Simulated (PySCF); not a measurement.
## Which setting was changed?

PySCF (NMR shieldings with GIAOs, density fitting), isolated neutral molecules in closed-shell states, PBE0-D3(BJ)/def2-TZVP geometries kept fixed through all settings. Starting from B97-2/pcSseg-2, one thing was changed at a time: the functional to wB97X-D, the functional to KT3, the functional to PBE0.

Changes against B97-2/pcSseg-2 in 5 molecules:

| molecule | changed to | HOMO energy (eV) | mean 13C shielding (ppm) |
| --- | --- | --- | --- |
| CO | wB97X-D | -2.23 | +1.1 |
| CO | KT3 | +1.23 | -3.0 |
| CO | PBE0 | -0.28 | +0.7 |
| FC(Cl)(Cl)Cl | wB97X-D | -2.16 | +1.1 |
| FC(Cl)(Cl)Cl | KT3 | +1.05 | -2.5 |
| FC(Cl)(Cl)Cl | PBE0 | -0.26 | -0.1 |
| C | wB97X-D | -2.24 | +0.9 |
| C | KT3 | +1.11 | -1.2 |
| C | PBE0 | -0.27 | +1.6 |
| S=C=S | wB97X-D | -1.94 | -15.9 |
| S=C=S | KT3 | +0.74 | +17.8 |
| S=C=S | PBE0 | -0.22 | -5.0 |
| C[Si](C)(C)C | wB97X-D | -2.13 | +0.9 |
| C[Si](C)(C)C | KT3 | +0.92 | -2.2 |
| C[Si](C)(C)C | PBE0 | -0.25 | +0.6 |

For `c1ccccc1` the B97-2/pcSseg-2 run gave HOMO energy -7.07 eV, mean 13C shielding 50.2 ppm. The changed runs lost their labels:

```csv
run,HOMO energy (eV),mean 13C shielding (ppm)
A,-7.33,47.9
B,-9.09,46.6
C,-6.31,56.7
```

Task: Which run belongs to which change?

Result: A: PBE0; B: wB97X-D; C: KT3.

| run | change of HOMO energy (eV), here / mean of the others | change of mean 13C shielding (ppm), here / mean of the others | next best match |
| --- | --- | --- | --- |
| A | -0.26 / -0.26 | -2.3 / -0.4 | KT3 |
| B | -2.02 / -2.14 | -3.6 / -2.4 | PBE0 |
| C | +0.76 / +1.01 | +6.5 / +1.8 | PBE0 |

Each run is given to the change whose mean effect on the other molecules lies nearest, every quantity measured in units of its scatter between molecules.

Task: Would one quantity have been enough? Give each run to the change with the nearest mean effect on that quantity alone.

Result: HOMO energy: 3 of 3 runs rightly; mean 13C shielding: 2 of 3 runs rightly.

Only sets that this rule tells apart clearly are shown.
